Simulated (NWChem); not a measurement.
Species: difluoromethane (CH$_{2}$F$_{2}$); SMILES FCF

```xyz
5

F      1.0976     0.0000    -0.2887
C      0.0000     0.0000     0.4996
F     -1.0976     0.0000    -0.2887
H      0.0000     0.9118     1.1031
H      0.0000    -0.9118     1.1031
```
Atoms are numbered in this order, from 1.

All runs: NWChem. Pople sets run with spherical d functions. The geometry was optimised at PBE0-D3(BJ)/def2-TZVP.

```json
[
 {"atom": "F1", "ESP charge (e)": "-0.283", "Mulliken charge (e)": "-0.42"},
 {"atom": "C2", "ESP charge (e)": "0.545", "Mulliken charge (e)": "0.54"},
 {"atom": "F3", "ESP charge (e)": "-0.283", "Mulliken charge (e)": "-0.42"},
 {"atom": "H4", "ESP charge (e)": "0.010", "Mulliken charge (e)": "0.15"},
 {"atom": "H5", "ESP charge (e)": "0.011", "Mulliken charge (e)": "0.15"}
]
```

### Question
Find the dipole moment that each set of point charges gives, and compare with the Hartree-Fock/6-31G* density's own.

### Answer

1. μ = Σ q r × 4.8032 D/(e Å). ESP charges give (0.00, 0.00, 2.20) D, of length 2.20 D.
2. Mulliken charges give (0.00, 0.00, 4.05) D, of length 4.1 D.
3. The density's dipole is 2.10 D: the ESP set is off by 0.10 D in length and the Mulliken set by 1.9 D. ESP charges are fitted to the potential outside the molecule; Mulliken charges are a partition of the basis functions.
